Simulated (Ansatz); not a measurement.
System: SiH3, charge 1, singlet. SiH3+ (parent SMILES [SiH3], singlet).
B3LYP-D3(BJ)/def2-TZVP minimum from Ansatz (a program for electronic structure):
```
Si
H 1 1.4675
H 1 1.4675 2 120.00
H 1 1.4675 2 120.00 3 180.00
```
Charge +1, spin multiplicity 1.

Total energies in cc-pV(Q+d)Z, 6 correlated electrons, 5 frozen orbitals. Open shells are spin-unrestricted; no spin-orbit coupling. Cores are frozen in correlated methods. No relativity.

| method | program | energy (Eh) | minus CCSDT(Q) (mEh) |
|---|---|---|---|
| HF | Ansatz | -290.36770 | 135.38 |
| MP2 | Ansatz | -290.47754 | 25.53 |
| CCSD | Ansatz | -290.50012 | 2.96 |
| CCSD(T) | Ansatz | -290.50251 | 0.56 |
| CCSDT(Q) | Ansatz | -290.50307 | 0.00 |

Rough core times of Ansatz's runs on a shared machine: CCSD(T) under 20 s, CCSDT(Q) 5 min.
